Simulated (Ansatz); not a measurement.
Results of PBE in Ansatz (plane waves, PAW) for fluorite SrCl2.

Numerical settings: plane-wave cutoff 520 eV, 6×6×6 k mesh, perturbation theory, scalar-relativistic PAW data made under PBE.

The cell has the measured lattice parameters. Conventional cell: a = 6.9744 Å, b = 6.9744 Å, c = 6.9744 Å, α = 90.00°, β = 90.00°, γ = 90.00°.

```
CELL_PARAMETERS angstrom
      0.00000     3.48720     3.48720
      3.48720     0.00000     3.48720
      3.48720     3.48720     0.00000
ATOMIC_POSITIONS crystal
  Sr 0.00000 0.00000 0.00000
  Cl 0.25000 0.25000 0.25000
  Cl 0.75000 0.75000 0.75000
```

Harmonic phonon frequencies (cm⁻¹; i marks an imaginary mode; at Γ without the LO shift):

| q point | frequencies |
|---|---|
| Γ | 0 0 0 136 136 136 179 179 179 |
| X | 71 79 79 98 98 150 187 187 209 |
| L | 66 66 128 155 155 156 156 165 176 |

No imaginary mode appears at these points.

Note: the cell isn't this level's own, so it is under some stress, which shifts stiffness and frequencies.

Ansatz is an electronic-structure program.
